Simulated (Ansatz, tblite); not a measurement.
# The cluster Zr₂B₂: a ladder of methods and basis sets

How do method and basis change the picture of the cluster Zr₂B₂ (singlet)?

Computed with Ansatz 0.2.0, Gaussian basis. Level: as each input shows.

The runs, in order: GFN1-xTB, GFN2-xTB, PBE-D4/def2-TZVP, r2SCAN-D4/def2-TZVP, PBE-QIDH/def2-TZVP, LC-ωPBE/def2-TZVP, r2SCAN0-D4/def2-TZVP, r2SCANh-D4/def2-TZVP, ωB97X-V/def2-TZVP, PBE-D4/def2-SVP, PBE0-D4/def2-SVP, PBE0-D4/def2-TZVPD, PBE-D4/def2-TZVPD, r2SCAN-D4/def2-TZVPD, CCSD(T)/def2-TZVPP, MP2/def2-TZVP, RPA/def2-TZVP.

1 further run of the same task is left out (set aside as unsound or not needed).

## (1) The geometry

The singlet was relaxed beforehand with PBE0-D4/def2-TZVP. At that level it is the lowest of the isomers that a small search found.

4 atoms, charge 0, spin multiplicity 1.

Bond lengths: Zr1–B3 2.241 Å, Zr1–B4 2.241 Å, Zr2–B3 2.241 Å, Zr2–B4 2.241 Å, B3–B4 1.576 Å. Angles: B3–Zr1–B4 41.2°, B3–Zr2–B4 41.2°, Zr1–B3–Zr2 68.6°, Zr1–B3–B4 69.4°, Zr2–B3–B4 69.4°, Zr1–B4–Zr2 68.6°, Zr1–B4–B3 69.4°, Zr2–B4–B3 69.4°.

Zr takes a core potential in the def2 sets. No spin-orbit coupling is included.

PBE0-D4/def2-TZVP was run before; its log isn't repeated, and its numbers join the tables.

## (2) GFN1-xTB

Tight binding, by tblite at 300 K electronic temperature and without a spin-polarisation term:

```python
tblite.interface.Calculator('GFN1-xTB', numbers, positions, charge=0, uhf=0).singlepoint()
```

Energy -141.1653 eV, HOMO -8.42 eV, LUMO -8.13 eV; 0.005 s.

## (3) GFN2-xTB

Tight binding, by tblite at 300 K electronic temperature and without a spin-polarisation term:

```python
tblite.interface.Calculator('GFN2-xTB', numbers, positions, charge=0, uhf=0).singlepoint()
```

Energy -138.0768 eV, HOMO -6.69 eV, LUMO -6.25 eV; 0.008 s.

## (4) PBE-D4/def2-TZVP

start.molden holds the orbitals of an earlier run on this state, given as this run's starting guess.

The input, in.yaml:

```yaml
crystal:
  periodic: [false, false, false]
  atoms:
    - {symbol: Zr, position_ang: [-1.131005, 0.917226, -0.419945]}
    - {symbol: Zr, position_ang: [-0.429070, -1.448762, 0.117784]}
    - {symbol: B, position_ang: [0.966382, 0.149050, -0.605704]}
    - {symbol: B, position_ang: [0.593683, 0.382496, 0.907865]}
basis:
  gaussian: {orbitals: def2-TZVP, initial_orbitals: start.molden}
hamiltonian: {xc: pbe, dispersion: d4}
scf: {omitted_lower_state_checks: [starts]}
output: {orbitals: {seedname: orbitals}}
```

Command:

```sh
$ ansatz run in.yaml --threads 4 --pin off --events-out ev --progress --plain --max-ram 3916MiB
```

After this run come: r2SCAN-D4/def2-TZVP; PBE-QIDH/def2-TZVP; LC-ωPBE/def2-TZVP; r2SCAN0-D4/def2-TZVP; r2SCANh-D4/def2-TZVP; ωB97X-V/def2-TZVP; PBE-D4/def2-SVP; PBE0-D4/def2-SVP; PBE0-D4/def2-TZVPD; PBE-D4/def2-TZVPD; r2SCAN-D4/def2-TZVPD; CCSD(T)/def2-TZVPP; MP2/def2-TZVP; RPA/def2-TZVP.

**Question.** What will the summary of the whole plan be? Wanted: gap in def2-TZVP, named functionals, smallest and largest; correlation energy, CCSD(T)/def2-TZVPP; correlation energy, MP2/def2-TZVP; binding an atom, functionals in def2-TZVP; PBE0 total energy, smallest basis above largest.

As calculated:

```
                                                 quantity                                 value
gap in def2-TZVP, named functionals, smallest and largest   0.38 eV (PBE-D4), 5.78 eV (LC-ωPBE)
                   correlation energy, CCSD(T)/def2-TZVPP                             -28.12 eV
                        correlation energy, MP2/def2-TZVP                             -26.16 eV
                binding an atom, functionals in def2-TZVP  2.84 (LC-ωPBE) to 3.42 eV (PBE-QIDH)
          PBE0 total energy, smallest basis above largest        2.10 eV (def2-SVP, def2-TZVPD)
```

**Reading.** Over the named functionals in def2-TZVP the gap runs from 0.38 eV (PBE-D4) to 5.78 eV (LC-ωPBE); exact exchange widens it. Notes on CCSD(T)/def2-TZVPP and its Hartree-Fock reference, which MP2 shares: large T1 diagnostic, restricted state is unstable towards broken spin symmetry.
